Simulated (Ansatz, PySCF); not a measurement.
COS, SMILES O=C=S. Atoms are numbered in the order given.

```xyz
3

O      0.0000     0.0000    -1.6805
C      0.0000     0.0000    -0.5250
S      0.0000     0.0000     1.0371
```
Charge 0, spin multiplicity 1.

Coordinates come from a B3LYP-D3(BJ)/def2-TZVP optimisation.

Vertical ionisation energy (IE) and electron affinity (EA) in eV. Rows of orbital energies are one-electron estimates. Where ΔSCF, EOM or ADC give a negative EA the extra electron is unbound and the value depends on the basis.

```csv
level,IE,EA
"−ε(HOMO), −ε(LUMO), B3LYP/def2-TZVPD (PySCF)",8.44,1.22
"−ε(HOMO), −ε(LUMO), PBE/def2-TZVPD (PySCF)",7.48,1.93
ADC(2)/aug-cc-pVDZ (PySCF),10.83,-1.09
"ΔSCF, CAM-B3LYP/def2-TZVPD (Ansatz), final states of multiplicity 2 and 2",11.29,-0.96
"ΔSCF, PBE/def2-TZVPD (Ansatz), final states of multiplicity 2 and 2",[?],[?]
```

Q: What belongs in the gaps? (Estimate from the structure and the level; the computed values follow.)

A: 
- ΔSCF, PBE/def2-TZVPD (Ansatz, a quantum-chemistry and plane-wave program), final states of multiplicity 2 and 2, IE: 11.23
- ΔSCF, PBE/def2-TZVPD (Ansatz), final states of multiplicity 2 and 2, EA: -0.75

Q: What vertical singlet–triplet gap does ΔSCF give with CAM-B3LYP/def2-TZVPD (Ansatz) and with PBE/def2-TZVPD (Ansatz)? (Estimate from the structure and the level; the computed values follow.)

A: 4.85 and 4.98 eV (triplet above singlet where positive).

Q: Beyond the first one, list the lowest photoelectron lines from ADC(2)/aug-cc-pVDZ in PySCF with their pole strengths (two spins summed). (An estimate is asked for; the answer gives what the named calculation found.)

A: 15.31 eV (1.65), 15.31 eV (1.65), 15.41 eV (1.72), 17.04 eV (1.65).
